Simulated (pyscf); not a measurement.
## Routes from H₂B–O–SnH₃ (SMILES B[O][SnH3]) + HF (SMILES F)

Candidate steps break at most two bonds and form at most two. Each was searched with GFN2-xTB (tblite) first. Single points on ωB97X-D3(BJ)/def2-SVP structures (PySCF, gas phase). Energies: ωB97M-D3(BJ)/def2-TZVP, kJ/mol, from the separated reactants, singlet surface; ΔG‡ with ideal gas, 1 atm, RRHO with modes under 100 cm⁻¹ raised to 100, one conformer, R ln 2 for chiral ones without a mode under 150 cm⁻¹.

| products | type | ΔE‡ | ΔE | ΔG‡ 298 K | ΔG‡ 900 K | ν‡ (cm⁻¹) |
|---|---|---|---|---|---|---|
| F–SnH₃ + H₂B–OH | four-centre exchange | 7.7 | -39.7 | 47.1 | 134.6 | 482i |
| HO–SnH₃ + H₂B–F | four-centre exchange | 37.3 | +4.1 | 79.0 | 170.3 | 844i |

Row 1: On the reactant side the descent ends in a bound adduct, 42.1 kJ/mol under the separated species and 49.3 kJ/mol under the saddle at ωB97X-D3(BJ)/def2-TZVP. On the product side the descent ends in a complex, 29.9 kJ/mol under the separated species and 71.4 kJ/mol under the saddle at ωB97X-D3(BJ)/def2-TZVP. Row 2: On the reactant side the descent ends in a bound adduct, 42.1 kJ/mol under the separated species and 79.6 kJ/mol under the saddle at ωB97X-D3(BJ)/def2-TZVP. On the product side the descent ends in an adduct with a B–O contact, 80.2 kJ/mol under the separated species and 111.1 kJ/mol under the saddle at ωB97X-D3(BJ)/def2-TZVP. 

Plain bond fissions and candidates not yet searched are not listed, and one of them may be faster. Each barrier is that of the saddle found; lower ones may exist. Elements past Kr carry the def2 core potentials, without spin-orbit coupling.
